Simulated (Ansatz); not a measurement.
# C3H4ClF: the cost of one run

Program: the Python package of Ansatz 0.2.0. Level of theory: PBE+D3(BJ)/def2-SVP. These are calculated values, not measurements.

### Step 1. The structure

Bond lengths: C1–C2 1.486 Å, C2–Cl3 1.750 Å, C2–C4 1.374 Å, C4–F5 1.361 Å, C1–H6 1.095 Å, C1–H7 1.089 Å, C1–H8 1.106 Å, C4–H9 1.031 Å. Angles: C1–C2–Cl3 115.2°, C1–C2–C4 122.7°, Cl3–C2–C4 122.1°, C2–C1–H6 112.0°, C2–C1–H7 109.7°, C2–C1–H8 110.3°, H6–C1–H7 109.2°, H6–C1–H8 109.1°, H7–C1–H8 106.5°, C2–C4–F5 119.5°, C2–C4–H9 128.6°, F5–C4–H9 111.9°.

The script holds or builds the structure itself.

### Step 2. Script

File c3h4clf.py:

```python
"""X-H bond energies of C3H4ClF without relaxation."""

import ansatz as az


def single_point(molecule, charge=0, unpaired=0):
    calc = molecule.calculation().basis(gaussian="def2-SVP").functional("PBE", dispersion="d3bj")
    if charge:
        calc = calc.charge(charge)
    if unpaired:
        calc = calc.spin("collinear", total=unpaired)
    return calc.run(threads=1, backend="cpu").report["free_energy_ev"]

GEOMETRY = """
C    -0.25710   -1.08010   -0.39260
C     0.35870    0.09630    0.27360
Cl    1.86810   -0.22200    1.10100
C    -0.19270    1.35400    0.21700
F     0.41930    2.38340    0.86280
H    -0.49740   -1.87550    0.32030
H     0.42250   -1.47000   -1.14890
H    -1.17960   -0.78080   -0.92430
H    -1.06800    1.65230   -0.24000
"""

def without(molecule, index):
    rest = az.Crystal.molecule()
    for i, site in enumerate(molecule.cartesian_sites):
        if i != index:
            rest = rest.atom(site.symbol, site.position_ang)
    return rest


def main() -> None:
    system = az.Crystal.molecule()
    for line in GEOMETRY.strip().splitlines():
        symbol, *xyz = line.split()
        system = system.atom(symbol, [float(v) for v in xyz])

    whole = single_point(system, 0)
    hydrogen = single_point(az.Crystal.molecule().atom("H", (0, 0, 0)), 0, 1)
    print(f"E(molecule) = {whole:.5f} eV, E(H) = {hydrogen:.5f} eV")
    for index in [7, 8]:
        radical = single_point(without(system, index), 0, 1)
        print(f"H{index}: homolysis {23.060548 * (radical + hydrogen - whole):.1f} kcal/mol")
        anion = single_point(without(system, index), -1)
        print(f"H{index}: loss of a proton {23.060548 * (anion - whole):.1f} kcal/mol")


if __name__ == "__main__":
    main()
```

### Step 3. What the engine is handed

The engine receives this input (first run):

```yaml
crystal:
  periodic: [false, false, false]
  atoms:
    - { symbol: C, position_ang: [-0.2571, -1.0801, -0.3926] }
    - { symbol: C, position_ang: [0.3587, 0.0963, 0.2736] }
    - { symbol: Cl, position_ang: [1.8681, -0.222, 1.101] }
    - { symbol: C, position_ang: [-0.1927, 1.354, 0.217] }
    - { symbol: F, position_ang: [0.4193, 2.3834, 0.8628] }
    - { symbol: H, position_ang: [-0.4974, -1.8755, 0.3203] }
    - { symbol: H, position_ang: [0.4225, -1.47, -1.1489] }
    - { symbol: H, position_ang: [-1.1796, -0.7808, -0.9243] }
    - { symbol: H, position_ang: [-1.068, 1.6523, -0.24] }
basis:
  gaussian:
    orbitals: def2-SVP
hamiltonian:
  xc: pbe
  dispersion: d3bj
```

### Step 4. Running it

Launch:

```sh
$ python c3h4clf.py
```

What time and memory should one allow on 1 thread of Arm Neoverse V2, shared host?

About 15 s, with a peak of 0.2 GiB.
